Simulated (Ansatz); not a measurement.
bcc Na, treated with LDA (Ansatz, a quantum-chemistry and plane-wave program, PAW).

Numerical settings: plane-wave cutoff 520 eV, 22×22×22 k mesh, Fermi–Dirac smearing 0.093 eV (set by the program), scalar-relativistic PAW data made under PBE.

Cell (measured lattice):

```yaml
crystal:
  lattice:
    - [-2.14370, 2.14370, 2.14370]
    - [2.14370, -2.14370, 2.14370]
    - [2.14370, 2.14370, -2.14370]
  atoms:
    - { symbol: Na, position: [0.00000, 0.00000, 0.00000] }
```

**Question.** What does this level give for the Poisson ratio, elastic constant C11, polycrystal shear modulus (Hill average), elastic constant C12 and elastic constant C44?

**Answer.** 
- Poisson ratio = 0.288
- elastic constant C11 = 5.33 GPa
- polycrystal shear modulus (Hill average) = 2.26 GPa
- elastic constant C12 = 4.21 GPa
- elastic constant C44 = 5.16 GPa

Measured, for comparison: elastic constant C11 8.2 GPa, elastic constant C12 6.7 GPa, elastic constant C44 5.53 GPa (temperature not stated, not corrected to a static lattice; as tabulated in arXiv:1601.06701). Computed (rounded) less measured: elastic constant C11 -35 %, elastic constant C12 -37 %, elastic constant C44 -7 %.

Note: the cell isn't this level's own, so it is under some stress, which shifts stiffness and frequencies.

Elastic constants are with the ions relaxed.

Computed values are for the static lattice.

Cost on a shared machine: around 4 core-minutes (rough).
